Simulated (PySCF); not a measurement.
Compound: [1.1.1]propellane, C5H6.
Numbering: `[CH2:1]1[C:2]23[CH2:3][C:4]12[CH2:5]3` (hydrogens: H6, H7 on C1; H8, H9 on C3; H10, H11 on C5)

Geometry (PBE0-D3(BJ)/def2-SVP, Å), atoms numbered from 1 in this order:
```xyz
11
C5H6 angstrom
C     -0.858   -0.894    0.531
C      0.326   -0.026    0.871
C      1.135   -0.379   -0.351
C     -0.308    0.011   -0.542
C     -0.249    1.250    0.316
H     -1.823   -0.625    0.971
H     -0.682   -1.969    0.424
H      1.395   -1.432   -0.496
H      1.898    0.335   -0.675
H     -1.189    1.610    0.746
H      0.454    2.035    0.020
```

Computed, not measured: TDDFT B3LYP/def2-SVPD, vertical, gas phase, core orbitals frozen in the response (PySCF).

Kohn–Sham orbitals with the atoms that hold most of them (Löwdin shares over 4%, at most four atoms; ? is withheld):

```json
{"orbital": "HOMO-3", "ε (eV)": "-10.36", "atoms": "C3 19%, C1 16%, C5 14%, C2 10%"}
{"orbital": "HOMO-2", "ε (eV)": "-9.05", "atoms": "C5 31%, C4 21%, C2 21%, C3 14%"}
{"orbital": "HOMO-1", "ε (eV)": "-9.05", "atoms": "C1 29%, C4 21%, C2 21%, C3 20%"}
{"orbital": "HOMO", "ε (eV)": "?", "atoms": "C4 39%, C2 39%, C5 6%, C1 6%"}
{"orbital": "LUMO", "ε (eV)": "0.12", "atoms": "?"}
{"orbital": "LUMO+1", "ε (eV)": "0.64", "atoms": "C1 13%, C5 13%, C3 13%, H7 9%"}
{"orbital": "LUMO+2", "ε (eV)": "1.36", "atoms": "C5 23%, H10 15%, H11 14%, H8 12%"}
```

Q: Which atoms hold the LUMO, and with what shares?

A: C2 (bonded to 4 C) 26%; C4 (bonded to 4 C) 26%; C3 (bonded to 2 C and 2 H) 15%; C5 (bonded to 2 C and 2 H) 15%.

Q: What is the HOMO energy, and the HOMO–LUMO gap?

A: ε(HOMO) = -7.30 eV; the gap is 7.43 eV (0.2729 hartree).

Within 0.005 eV of a neighbour in this list lie HOMO-2/HOMO-1 (point group found: D3h); within a degenerate set the shares of single atoms can hang on how the components are chosen.

Q: The HOMO–LUMO gap is 7.43 eV. Where does the response calculation put the lowest singlet, and from which orbitals?

A: S1 is at 7.03 eV (f = 0.0000), 0.39 eV below the gap, made of HOMO→LUMO+1 (100%). Its leading pair isn't HOMO and LUMO; the energies of that pair differ by 7.94 eV. 

Q: One configuration dominates each of S1 and S2. Which, and how do the shares of the two leading atoms of either orbital change from the occupied to the empty one?

A: 
- S1 (7.03 eV, f 0.0000), HOMO→LUMO+1 (100%): C4 39% → at most 9%, C2 39% → at most 9%, C1 6% → 13%, C5 6% → 13%
- S2 (7.67 eV, f 0.251), HOMO→LUMO (92%): C4 39% → 26%, C2 39% → 26%

Orbitals of the list HOMO-3 to LUMO+2 that lie within 0.01 eV of each other are written together with a slash and their weights summed (≥ marks a lower bound); for degenerate orbitals outside that list single weights are arbitrary.

Löwdin shares depend on the basis, the more so with diffuse functions.
